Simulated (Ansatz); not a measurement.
## What a trial cell of Ba3Hf relaxes into

Computed with DFT PBE, scalar-relativistic, plane waves, PAW in Ansatz. Cutoff 420 eV, Γ-centred k mesh, Gaussian smearing, no spin polarisation in the final step.

The start puts Ba3Hf on the Ni3Sn (D0_19) structure type (P6_3/mmc, No. 194), with Hf in place of Sn, Ba in place of Ni, at a guessed volume.

```
CELL_PARAMETERS angstrom
7.28630 0.00000 0.00000
-3.64315 6.31012 0.00000
0.00000 0.00000 5.84838
ATOMIC_POSITIONS crystal
Ba 0.83300 0.66600 0.25000
Ba 0.16700 0.83300 0.75000
Ba 0.33400 0.16700 0.25000
Ba 0.16700 0.33400 0.75000
Ba 0.83300 0.16700 0.25000
Ba 0.66600 0.83300 0.75000
Hf 0.33333 0.66667 0.25000
Hf 0.66667 0.33333 0.75000
```

Cell and atoms relax at zero pressure; the relaxation can't lower the symmetry of the start. After a coarse first stage the cell is made exact in the group found at 0.06 Å.

The zero of energy is the elements' standard structures at the same level; no fitted shifts are applied.

Problem. Describe the relaxed structure.

Solution. It keeps P6_3/mmc (No. 194). The result has the Ni3Sn (D0_19) structure. Conventional cell: a = 8.099 Å, c = 6.224 Å. Around Ba lie 6 Ba at 3.80–3.98 Å, 2 Hf at 3.81 Å, 2 Hf at 4.05 Å and 2 Ba at 4.29 Å; Hf has 6 Ba at 3.81 Å and 6 Ba at 4.05 Å.

Space group P6_3/mmc (No. 194). a = 8.099 Å, b = 8.099 Å, c = 6.224 Å, α = 90.00°, β = 90.00°, γ = 120.00°
```csv
atom,site,symmetry,x,y,z
Ba,6h,mm2,0.8232,0.6465,0.2500
Hf,2c,-6m2,0.3333,0.6667,0.2500
```

Problem. What are its volume, energy, density and gap?

Solution. The volume per atom is 44.19 Å³. The density is 5.55 g/cm³, the energy over the elements is 0.63 eV/atom and the gap on the 6×6×6 mesh is 0 eV (a metal).

The final run used a 6×6×6 mesh on its 8-atom cell and 0.10 eV smearing. The k mesh leaves about 4 meV/atom of noise in metals. Spin–orbit coupling is left out. A structure relaxed within its symmetry needn't be a true minimum.

Cost: 3 runs of about 1.9 core-minutes in all, on AMD EPYC 9R45 (Zen 5) (shared hosts).